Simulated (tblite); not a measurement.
# CH3F2NS: the cost of one run

Programs: tblite 0.8.0 and PySCF 2.14.0. All values are calculated, for the isolated system unless a continuum is named. Atoms count from 0, parts from 1.

### 1 Starting point

8 atoms, charge 0, multiplicity 1; geometry: rigid parts in contact. Parts: 1 = atoms 0–2, `FSF`, charge 0; 2 = atoms 3–7, `C=N`, charge 0.

### 2 Docking the parts with GFN2-xTB

Job settings and geometry (Å):

```
{"job": {"kind": "dock", "xc": "GFN2-xTB", "basis": "xTB"}, "charge": 0, "multiplicity": 1, "parts": [{"atoms": "0-2", "charge": 0, "multiplicity": 1}, {"atoms": "3-7", "charge": 0, "multiplicity": 1}]}
F     -1.224980    -0.364475     0.007645
S     -0.002956     0.718255    -0.001501
F      1.227936    -0.353780    -0.006144
C      2.238566     1.129847     2.922404
N      1.063978     1.472180     2.673692
H      3.150087     1.653937     2.614387
H      2.387458     0.224770     3.498991
H      0.959899     2.326751     2.126886
```

With the program's defaults for keys left out, this is: GFN2-xTB search for minima from random contacts, gas phase.

On the command line:

```console
$ OMP_NUM_THREADS=1 python cluster_run.py task.json out
```

This one command runs all jobs of the session in turn.

Q: Estimate the wall time of this first job on 1 thread of Arm Neoverse V2, shared host.

About 6.3 s.
